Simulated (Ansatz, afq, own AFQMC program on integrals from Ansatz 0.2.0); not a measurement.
## Where AFQMC and coupled cluster stand for CH2B⁺, triplet

```yaml
atoms:
  - { symbol: B, position_ang: [0.0000, 0.0000, 0.8265] }
  - { symbol: C, position_ang: [0.0000, 0.0000, -0.5553] }
  - { symbol: H, position_ang: [0.0000, -0.9252, -1.1237] }
  - { symbol: H, position_ang: [0.0000, 0.9252, -1.1237] }
```

Connectivity, by distances: B–CH2.

Basis aug-cc-pVDZ. Only valence electrons are correlated. Integrals, coupled cluster, full CI and functionals: Ansatz 0.2.0; the random walks run on the same integrals in our own AFQMC program. ph-AFQMC/CISD is guided by a CISD state made of CCSD amplitudes; releasing the constraint for a short imaginary time cuts its bias at the price of noise, slowly where states lie close. Error bars are statistical, one sigma.

Determinant: UHF, the one that the program's search chose, which needn't be the lowest solution. The geometry is a PBE0/def2-TZVP stationary point of this or a neighbouring charge and spin state.

No full CI on the walks' own integrals is used here; CCSDT(Q) serves as the reference and is uncertain by about the last step of the cluster series.

```
T1 diagnostic                               : 0.0151
weight of the determinant in the CISD state : 0.924
⟨S²⟩ of the determinant                     : 2.006
size of the correlated space                : 8 electrons in 62 orbitals
```

| level | correlation energy (eV) |
| --- | --- |
| MP2 | -3.8597 |
| CCSD | -4.5421 |
| CCSD(T) | -4.6701 |

(1) Estimate where AFQMC with the constraint released lies against CCSD(T) on the same integrals.

(1) 27.4 ± 2.0 meV below CCSD(T).

Reference: CCSDT(Q), correlation energy -4.699 eV. The released energy is read at 2.40 1/Eh (meV from the phaseless value at times in 1/Eh: -1.9 ± 2.1 at 0.24, -3.8 ± 1.8 at 0.51, -3.4 ± 1.6 at 0.99, -3.6 ± 2.3 at 1.62, -3.9 ± 2.0 at 2.40).

| level | E − E(reference) (meV) | share of correlation (%) |
| --- | --- | --- |
| CCSD(T) | 28.7 | 99.39 |
| CCSDT | 5.9 | 99.87 |
| ph-AFQMC/CISD | 5.2 ± 2.2 | 99.89 |
| released AFQMC | 1.4 ± 2.0 | 99.97 |

A walk keeps the symmetry of its determinant, which the program's search chose and which needn't be the lowest solution, so a lower state of the same spin and another symmetry isn't excluded. Released energies are given only where the last usable release times agree within the noise; a slower fall can still hide under it.
